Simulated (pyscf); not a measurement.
# Four-centre exchange: O=Si(F)–F + H₂O -> O=Si(OH)–F + HF

Gas phase, singlet surface, charge 0. Bonds broken: Si2–F3, O5–H6. Bonds formed: Si2–O5, F3–H6. Single points on ωB97X-D3(BJ)/def2-SVP structures (PySCF, gas phase). Correlated levels are frozen-core, on RHF or UHF. ΔMP2 is the change of the MP2 total energy from the triple- to the quadruple-zeta basis.

Transition state (Å):

```xyz
7

O      0.0658    -0.2067     1.6806
Si    -0.8970     0.0701     0.5417
F     -1.4496    -1.3902    -0.4959
F     -2.3234     0.7940     0.5787
O     -0.3309     0.4294    -1.0664
H     -0.8991    -0.7894    -1.2059
H      0.6245     0.5527    -1.1566
```

One imaginary mode, 664i cm⁻¹; descent along it reached the two sides named, in the forms told below.

```
bond    change  reactant side (Å)  saddle  product side
------  ------  -----------------  ------  ------------
Si2–F3  breaks              1.618   1.875         2.055
O5–H6   breaks              0.971   1.352         1.955
Si2–O5   forms              1.924   1.742         1.667
F3–H6    forms              2.493   1.081         0.947
```

Electronic energies relative to the separated reactants (eV):

```
level                             barrier  reaction energy  reverse barrier
--------------------------------  -------  ---------------  ---------------
ωB97X-D3(BJ)/def2-TZVP              -0.14            +0.14            -0.28
PBE/def2-TZVP                       -0.18            +0.19            -0.36
r²SCAN/def2-TZVP                    -0.23            +0.18            -0.41
B3LYP-D3(BJ)/def2-TZVP              -0.08            +0.17            -0.24
PBE0-D3(BJ)/def2-TZVP               -0.21            +0.14            -0.35
M06-2X/def2-TZVP                    -0.23            +0.12            -0.36
ωB97M-D3(BJ)/def2-TZVP              -0.13            +0.16            -0.29
HF/def2-TZVP                         0.34            +0.16             0.18
MP2/def2-QZVPP                      -0.05            +0.16            -0.21
CCSD/def2-TZVPP                      0.03            +0.16            -0.13
CCSD(T)/def2-TZVPP                  -0.04            +0.16            -0.20
CCSD(T)/def2-TZVPP + ΔMP2(QZVPP)    -0.03            +0.17            -0.19
```

With CCSD(T)/def2-TZVPP + ΔMP2(QZVPP) energies and thermal terms (ideal gas, 1 atm, RRHO with modes under 100 cm⁻¹ raised to 100, one conformer, R ln 2 for chiral ones without a mode under 150 cm⁻¹), in eV:

```
T (K)    ΔH‡   ΔG‡     ΔH     ΔG
-----  -----  ----  -----  -----
298    -0.06  0.40  +0.15  +0.16
600    -0.06  0.88  +0.17  +0.17
900    -0.04  1.35  +0.19  +0.17
1200   -0.01  1.80  +0.21  +0.16
```

On the reactant side the descent ends in an adduct with a O–Si contact, 1.40 eV under the separated species and 1.26 eV under the saddle at ωB97X-D3(BJ)/def2-TZVP. On the product side the descent ends in an adduct with a F–Si contact, 0.44 eV under the separated species and 0.16 eV under the saddle at ωB97X-D3(BJ)/def2-TZVP. At ωB97X-D3(BJ)/def2-TZVP, PBE, r²SCAN, B3LYP-D3(BJ), PBE0-D3(BJ), M06-2X, ωB97M-D3(BJ)/def2-TZVP, MP2, CCSD(T), CCSD(T) the saddle lies under the separated reactants, which points to a path from their complex (located at ωB97X-D3(BJ) alone). At ωB97X-D3(BJ)/def2-TZVP, PBE, r²SCAN, B3LYP-D3(BJ), PBE0-D3(BJ), M06-2X, ωB97M-D3(BJ)/def2-TZVP, MP2, CCSD, CCSD(T), CCSD(T) the saddle lies under the separated products, which points to a path from their complex (located at ωB97X-D3(BJ) alone), and parting the products costs more than the saddle. What is counted as formed (O–Si) is already present as a longer contact in the reactant adduct; forming that adduct is a step of its own. What is counted as broken (F–Si) persists as a longer contact in the product adduct; parting that adduct is a step of its own. The same reactants have a lower exit, to HO–Si(OH)(F)–F (barrier -1.17 eV at ωB97M-D3(BJ)/def2-TZVP, against -0.13 eV here). This is the saddle that the search found; another between the same sides may lie lower. The CCSD(T) − MP2 part came from Ansatz, without density fitting, on the same reference.
